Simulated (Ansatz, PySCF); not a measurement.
This PySCF input computes a PBE/def2-TZVPD energy:

```python
from pyscf import gto, scf, dft

mol = gto.M(
    atom='''
    Cl   -0.00000000   -0.00000000   -0.07362004
    H     0.00000000    0.00000000    1.25154065
    ''',
    basis='def2-tzvpd',
    charge=1,
    spin=1,
    symmetry='C2v',
    verbose=4,
)

mf = dft.UKS(mol, xc='pbe').density_fit(auxbasis='def2-universal-jkfit')
mf.grids.level = 3
mf.conv_tol = 1e-9
mf.max_cycle = 100
mf.max_memory = 1500
mf.kernel()
if not mf.converged:
    mf = mf.newton()
    mf.kernel(mf.make_rdm1())
mf.analyze()
```

Task: Write an input for the same energy in Ansatz (a quantum-chemistry and plane-wave program) and say what it gives.

Result: 
Ansatz 0.2 input:
```yaml
crystal:
  periodic: [false, false, false]
  atoms:
    - {symbol: Cl, position_ang: [-0.00000000, -0.00000000, -0.07362004]}
    - {symbol: H, position_ang: [0.00000000, 0.00000000, 1.25154065]}
basis:
  gaussian:
    orbitals: def2-TZVPD
hamiltonian:
  xc: {name: PBE}
total_charge: 1
magnetization: {spin_polarized: true, initial_magnetization: 1}
output: {forces: true}
```
It gives -460.16211 Eh, and PySCF -460.16213 Eh, a difference of 0.02 mEh, from the treatment of integrals and grids.
